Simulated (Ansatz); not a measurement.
Start from `CC(C)(F)S` and change one atom or group to get `C=CC(C)(F)S`.

Ansatz, PBE0-D4/def2-TZVP geometries, multiplicity 1. Each molecule was computed in one conformer, which needn't be the lowest.

```csv
property,`CC(C)(F)S`
HOMO energy (B3LYP/def2-TZVPP) / eV,-6.81
size of the dipole moment (B3LYP/def2-TZVPP) / D,2.62
LUMO energy (PBE0/def2-TZVPP) / eV,0.12
size of the dipole moment (PBE/def2-TZVPP) / D,2.53
HOMO–LUMO gap (ωB97M-V/def2-TZVPP) / eV,11.24
HOMO energy (PBE/def2-TZVPP) / eV,-5.77
```

Task: What does the change do to each property? (An estimate is asked.)

Result: The calculation gave: 
```tsv
property	`C=CC(C)(F)S`	shift
HOMO energy (B3LYP/def2-TZVPP) / eV	-7.00	-0.19
size of the dipole moment (B3LYP/def2-TZVPP) / D	1.63	-0.99
LUMO energy (PBE0/def2-TZVPP) / eV	-0.33	-0.45
size of the dipole moment (PBE/def2-TZVPP) / D	1.53	-1.00
HOMO–LUMO gap (ωB97M-V/def2-TZVPP) / eV	11.20	-0.04
HOMO energy (PBE/def2-TZVPP) / eV	-6.00	-0.23
```

With PBE0 the HOMO falls by 0.19 eV and the LUMO falls by 0.45 eV, so the gap narrows by about 0.26 eV. PBE moves the HOMO by -0.23 eV and ωB97M-V by -0.16 eV. Dipoles are sizes alone; their direction can turn.

B3LYP here is the variant with VWN-RPA as its local correlation; programs differ in this.
